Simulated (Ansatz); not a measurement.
in.yaml

```yaml
crystal:
  periodic: [false, false, false]
  atoms:
    - {symbol: B, position_ang: [-2.312244, 0.034738, 0.000000]}
    - {symbol: H, position_ang: [-2.908977, 1.068310, 0.000000]}
    - {symbol: H, position_ang: [-2.908978, -0.998833, 0.000000]}
    - {symbol: H, position_ang: [-0.482244, 0.034738, 0.000000]}
    - {symbol: Si, position_ang: [1.063756, 0.034738, 0.000000]}
    - {symbol: H, position_ang: [1.460190, -1.444775, 0.000000]}
basis:
  gaussian: {orbitals: 6-31G, point_charges: [{charge: 1.00, position_ang: [4.184, 0.795, 0.037]}]}
magnetization: {spin_polarized: false, initial_magnetization: 1}
correlation: {method: sc_nevpt2, electrons: valence, active_space: {window: {electrons: 1, orbitals: 4}}}
accuracy: high
```

```sh
$ ansatz run in.yaml --threads 1 --pin off --events-out ev --progress --plain --max-ram 2393MiB
```

The program prints:

```
694 factors; integrals over basis functions are off by at most 3.7e-9 eV
mean field evaluation 1: about -8589.1554 eV, gradient 1.8e1 eV
mean field evaluation 2: about -8589.1529 eV, gradient 1.8e1 eV
mean field evaluation 4: about -8590.6387 eV, gradient 4.9e0 eV
mean field evaluation 8: about -8590.9793 eV, gradient 2.3e-1 eV
mean field evaluation 16: about -8590.8263 eV, gradient 1.3e0 eV
mean field evaluation 32: about -8590.7052 eV, gradient 4.4e0 eV
mean field -8591.14872227 eV, -315.7188922538 hartree, gradient 1.1e-8 eV, S^2 0.750000; 9 other end points of the search recorded, 0 dependent functions left out
reference -8591.14872227 eV, -315.7188922538 hartree; 12, 11 occupied and 18, 19 virtual orbitals, 694 factors
state -8591.14872227 eV, -315.7188922538 hartree
state -8591.14872227 eV, -315.7188922538 hartree; corrected -8593.55379647 eV, -315.8072771003 hartree
state -8590.98044925 eV, -315.7127083341 hartree
state -8590.98044925 eV, -315.7127083341 hartree; corrected -8593.52667040 eV, -315.8062802355 hartree
state -8591.14872227 eV, -315.7188922538 hartree; corrected -8593.55379647 eV, -315.8072771003 hartree
WARN: 3 active orbitals are nearly empty or full. The corrections depend on them more than the energy does, and are more stable in an active space without them
Total energy: -8593.55379647 eV, -315.8072771003 hartree
```

Natural occupations: 1.0000 0.0000 0.0000 0.0000.

Ran on 1 thread of Arm Neoverse N1, shared host: 2.2 s wall, 0.18 GiB peak host memory.
